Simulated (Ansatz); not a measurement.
System: grey tin (α-Sn). Method: PBE in Ansatz (plane waves, PAW).

Numerical settings: plane-wave cutoff 520 eV, 20×20×20 k mesh, Fermi–Dirac smearing 0.05 eV, perturbation theory, scalar-relativistic PAW data made under PBE.

Computed at the level's own relaxed cell.

Harmonic phonon frequencies (cm⁻¹; i marks an imaginary mode):

| q point | frequencies |
|---|---|
| Γ | 0 0 0 174 174 174 |
| X | 37 37 141 141 166 166 |
| L | 33 33 126 145 173 173 |

Measured, for comparison: zone-centre TO phonon frequency 200 cm⁻¹ (low temperature, zero-point motion not removed; as tabulated in Tanner et al. (2021), arXiv:2110.11888). Computed (rounded) less measured: zone-centre TO phonon frequency -13 %.

No imaginary mode appears at these points.

Note: the solid has no gap at this level, which affects its response.

Ansatz is an electronic-structure program.
